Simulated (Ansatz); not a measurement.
Mulliken charges of `N#[Si]` radical from ωB97M-V/def2-TZVPP in Ansatz (PBE0-D4/def2-TZVP geometry).

| atom | x (Å) | y (Å) | z (Å) | charge (e) |
| --- | --- | --- | --- | --- |
| N1 | 0.668 | -0.219 | 0.343 | -0.296 |
| Si2 | -0.668 | 0.219 | -0.343 | 0.296 |

Q: By hand: the dipole of these point charges (1 e Å = 4.8032 D).

A: Σ q r = (-0.395, 0.130, -0.203) e Å, of length 0.463 e Å = 2.22 D.

Q: How does the dipole of the full density compare? (Best estimate.)

A: Computed: (-0.473, 0.210, -0.259) e Å, 2.78 D; the point charges give 0.80 times that, at 5° from its direction.

Point charges leave out the atoms' own dipoles, such as those of lone pairs, and Mulliken's split depends on the basis, so the two needn't agree.
